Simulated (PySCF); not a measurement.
## SiH + 2 HCl → SiH₃ + Cl₂

Level: PBE0 in the def2-TZVP basis family, all electrons, no relativity, computed in PySCF with density fitting; open shells unrestricted.

```
species                                  state and structure      E (Eh)  ZPE (kJ/mol)  H(298 K) − H(0) (kJ/mol)  S° (J/(mol K))
    SiH                           doublet, C∞v, Si–H 1.532 Å  -289.86414          12.1                       8.7           192.7
    HCl                           singlet, C∞v, H–Cl 1.279 Å  -460.66440          17.9                       8.7           186.6
   SiH₃  doublet, C3v, Si–H 1.486 Å (×3); H–Si–H 111.2° (×3)  -291.10876          55.6                      10.4           217.1
    Cl₂                          singlet, D∞h, Cl–Cl 1.982 Å  -920.08940           3.5                       9.1           222.5
```

(1) What is the electronic reaction energy?

(2) Add zero-point, thermal and entropy terms for 298.15 K and 1 bar.

Answers

(1) At PBE0/def2-TZVP, ΔE = -13.7 kJ/mol from the differences of the total energies times 2625.5, downhill. 

(2) ΔZPE = 11.2 and Δ[H(298) − H(0)] = -6.6 kJ/mol give ΔH° = -9.1 kJ/mol. ΔS° = -126.3 J/(mol K), so ΔG° = -9.1 − 298.15 × (-0.1263) = 29 kJ/mol and log₁₀K = -5.0.

The entropy of SiH lacks the orbital degeneracy of a ²Π state, up to R ln 2. Each species is the lowest minimum found with this bonding; other isomers or fragments can lie lower.
